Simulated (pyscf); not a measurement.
Elementary routes open to `[AsH2][InH2]` + `[OH2]` in the gas phase (singlet surface):
A. `[OH][InH][AsH2]` + `[H][H]` (H–In, H–O broken; In–O, H–H formed)
B. `[AsH3]` + `[OH][InH2]` (As–In, H–O broken; As–H, In–O formed)

Single points on ωB97X-D3(BJ)/def2-SVP structures (PySCF, gas phase).

Task: Rank the routes by free-energy barrier at 600 K, lowest first, for ωB97M-D3(BJ)/def2-TZVP energies (ideal gas, 1 atm, RRHO with modes under 100 cm⁻¹ raised to 100, one conformer, R ln 2 for chiral ones without a mode under 150 cm⁻¹).

Result: A (33.4 kcal/mol), B (35.9 kcal/mol)

Route A is the fastest of these, ahead of the next by 2.5 kcal/mol. The most stable products are those of A (ΔG = -3.0 kcal/mol), so kinetics and thermodynamics agree. At 1200 K A is still the fastest. A: On the reactant side the descent ends in an adduct with a In–O contact, 13.7 kcal/mol under the separated species and 25.4 kcal/mol under the saddle at ωB97X-D3(BJ)/def2-TZVP. B: On the reactant side the descent ends in an adduct with a In–O contact, 14.5 kcal/mol under the separated species and 28.5 kcal/mol under the saddle at ωB97X-D3(BJ)/def2-TZVP. On the product side the descent ends in an adduct with a As–In contact, 13.3 kcal/mol under the separated species and 15.7 kcal/mol under the saddle at ωB97X-D3(BJ)/def2-TZVP. Only these routes are compared; each barrier is that of the saddle found, and lower ones may exist. Elements up to Kr have no core potential and no relativistic terms here. Elements past Kr carry the def2 core potentials, without spin-orbit coupling.
